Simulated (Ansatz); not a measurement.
We consider pyrite PtSb2, described by r²SCAN+rVV10 in Ansatz (PAW).

Run with plane-wave cutoff 560 eV, 10×10×10 k mesh, Fermi–Dirac smearing 0.05 eV, scalar-relativistic PAW data made under PBE.

Cell (relaxed at this level):

```yaml
crystal:
  lattice:
    - [6.47815, 0.00000, 0.00000]
    - [0.00000, 6.47815, 0.00000]
    - [0.00000, 0.00000, 6.47815]
  atoms:
    - { symbol: Pt, position: [0.00000, 0.50000, 0.50000] }
    - { symbol: Pt, position: [0.50000, 0.50000, 0.00000] }
    - { symbol: Pt, position: [0.50000, 0.00000, 0.50000] }
    - { symbol: Pt, position: [0.00000, 0.00000, 0.00000] }
    - { symbol: Sb, position: [0.37529, 0.12471, 0.87529] }
    - { symbol: Sb, position: [0.62471, 0.87529, 0.12471] }
    - { symbol: Sb, position: [0.12471, 0.87529, 0.37529] }
    - { symbol: Sb, position: [0.87529, 0.12471, 0.62471] }
    - { symbol: Sb, position: [0.87529, 0.37529, 0.12471] }
    - { symbol: Sb, position: [0.12471, 0.62471, 0.87529] }
    - { symbol: Sb, position: [0.62471, 0.62471, 0.62471] }
    - { symbol: Sb, position: [0.37529, 0.37529, 0.37529] }
```

### Question
What does this level give for the band gap and direct gap at Γ?

### Answer

band gap: 0.04 eV (under three smearing widths, so not firm)
direct gap at Γ: 0.61 eV

Measured, for comparison: band gap 0.11 eV (low temperature, zero-point motion not removed; as tabulated in Saeed et al. (2013), arXiv:1402.4256).

Spin–orbit coupling is not included; it can close the smallest gap of 0.04 eV.

Static lattice: no zero-point or thermal effects.

The result took about 26 core-minutes (a rough figure).

Ansatz is a program for electronic structure.
